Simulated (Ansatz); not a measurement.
Born–Oppenheimer molecular dynamics of AlH₇NP (10 atoms, charge 0, multiplicity 1). It starts at the highest image of a converged band, a first-order saddle point between two minima.

Level of theory: RKS BLYP/6-31G* (Ansatz 0.2.0).

```yaml
ensemble: NVE (velocity Verlet)
time_step: 0.5 fs
steps_asked: 200
starting_velocities_drawn_for: 300 K
seed: 10166
```

First frame:

```xyz
10
Properties=species:S:1:pos:R:3
Al -0.148 0.319 -0.079
H -0.455 -0.150 1.570
H 1.403 0.266 -0.378
N -1.498 -0.307 -1.097
H -2.386 -0.618 -0.702
H -1.643 -0.003 -2.062
P -0.441 2.696 0.848
H -1.602 2.743 1.689
H 0.509 2.853 1.911
H -0.502 0.941 1.527
```

Q: How far do the bonds stretch over the last three quarters of this one trajectory? (Pairs bonded in most of those frames.)

A: 
| bond | mean (Å) | spread (Å) | shortest | longest |
| --- | --- | --- | --- | --- |
| Al1–H3 | 1.604 | 0.022 | 1.57 | 1.64 |
| Al1–N4 | 1.822 | 0.036 | 1.75 | 1.86 |
| Al1–P7 | 2.367 | 0.101 | 2.23 | 2.56 |
| H2–H10 | 0.753 | 0.010 | 0.74 | 0.78 |
| N4–H5 | 1.029 | 0.028 | 0.98 | 1.08 |
| N4–H6 | 1.034 | 0.034 | 0.98 | 1.08 |
| P7–H8 | 1.445 | 0.018 | 1.41 | 1.48 |
| P7–H9 | 1.442 | 0.024 | 1.40 | 1.48 |

Mean temperature of the second half: 1172 K. The conserved energy stayed within 0.27 meV per atom of its start (net change 0.063 meV per atom), so the integration is sound. The kinetic energy rose, since the run started high on the potential surface and went downhill. It ends in pieces (AlH5NP + H2), so much of that is their flight and rotation, not heat. A run of 0.1 ps of so small a system gives no equilibrium averages. The orbitals stay closed-shell, which can raise the energy where a bond breaks towards radicals; this wasn't checked here.

The run took 3.8 min on 2 threads of Arm Neoverse V1, on a shared host, peak memory 0.094 GiB.
